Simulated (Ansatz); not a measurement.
The input, for Ansatz 0.2.0:

```yaml
crystal:
  periodic: [false, false, false]
  atoms:
    - {symbol: Al, position_ang: [0.000000, -0.031887, 0.689947]}
    - {symbol: N, position_ang: [0.000000, 0.120874, -1.212902]}
    - {symbol: H, position_ang: [0.000000, -0.826124, -1.614269]}
basis:
  gaussian: {orbitals: cc-pVDZ}
magnetization: {spin_polarized: false, initial_magnetization: 3}
correlation: {method: fic_mrcisd_q_relaxed, electrons: outside_noble_gas, active_space: {window: {electrons: 9, orbitals: 9}, shells: [{species: Al, l: s, shell: 3}, {species: Al, l: p, shell: 3}, {species: H, l: s, shell: 1}, {species: "N", l: s, shell: 2}, {species: "N", l: p, shell: 2}]}}
```

```sh
$ ansatz run in.yaml --threads 1 --pin off --events-out ev --progress --plain --max-ram 4096MiB --backend cpu
```

Log:

```
684 factors; integrals over basis functions are off by at most 1.7e-7 eV
mean field evaluation 1: about -8076.1229 eV, gradient 1.2e1 eV
mean field evaluation 2: about -8076.1583 eV, gradient 1.2e1 eV
mean field evaluation 4: about -8076.9587 eV, gradient 3.9e0 eV
mean field evaluation 8: about -8077.1498 eV, gradient 2.9e-1 eV
mean field evaluation 16: about -8075.8477 eV, gradient 7.5e0 eV
mean field evaluation 32: about -8076.1502 eV, gradient 5.4e-5 eV
mean field evaluation 64: about -8077.1275 eV, gradient 1.3e-1 eV
mean field evaluation 96: about -8077.1507 eV, gradient 2.3e-2 eV
mean field evaluation 128: about -8076.7306 eV, gradient 5.2e0 eV
mean field -8077.15073008 eV, -296.8298144411 hartree, gradient 2.3e-6 eV, S^2 3.750000; 13 other end points of the search recorded, 0 dependent functions left out
reference -8077.15073008 eV, -296.8298144411 hartree; 12, 9 occupied and 25, 28 virtual orbitals, 684 factors
state -8079.05879755 eV, -296.8999346272 hartree
contracted CI cycle   1: correlation 0.00000000 eV, 0.0000000000 hartree, residual 1.66e1 eV
contracted CI cycle   2: correlation -3.08800928 eV, -0.1134822477 hartree, residual 3.42e0 eV
contracted CI cycle   3: correlation -3.22744193 eV, -0.1186063034 hartree, residual 1.32e0 eV
contracted CI cycle   4: correlation -3.25569222 eV, -0.1196444823 hartree, residual 7.35e-1 eV
contracted CI cycle   5: correlation -3.26614251 eV, -0.1200285235 hartree, residual 4.54e-1 eV
contracted CI cycle   6: correlation -3.27027005 eV, -0.1201802077 hartree, residual 2.71e-1 eV
contracted CI cycle   7: correlation -3.27161527 eV, -0.1202296435 hartree, residual 1.73e-1 eV
contracted CI cycle   8: correlation -3.27212564 eV, -0.1202483993 hartree, residual 1.00e-1 eV
contracted CI cycle   9: correlation -3.27229956 eV, -0.1202547908 hartree, residual 4.50e-2 eV
contracted CI cycle  10: correlation -3.27233380 eV, -0.1202560492 hartree, residual 2.42e-2 eV
contracted CI cycle  11: correlation -3.27234267 eV, -0.1202563749 hartree, residual 1.17e-2 eV
contracted CI cycle  12: correlation -3.27234484 eV, -0.1202564547 hartree, residual 5.76e-3 eV
contracted CI cycle  13: correlation -3.27234535 eV, -0.1202564734 hartree, residual 2.85e-3 eV
contracted CI cycle  14: correlation -3.27234547 eV, -0.1202564781 hartree, residual 1.43e-3 eV
state -8079.05879755 eV, -296.8999346272 hartree; corrected -8082.51042947 eV, -297.0267797609 hartree
Total energy: -8082.51042947 eV, -297.0267797609 hartree
Checks for a lower state left out: starts, orbital_swaps
```

For the same geometry and basis UCCSDTQ lies 8.0 meV lower.

Ran on 1 thread of AMD EPYC 7R13, shared host: 7 s wall, 0.34 GiB peak host memory.
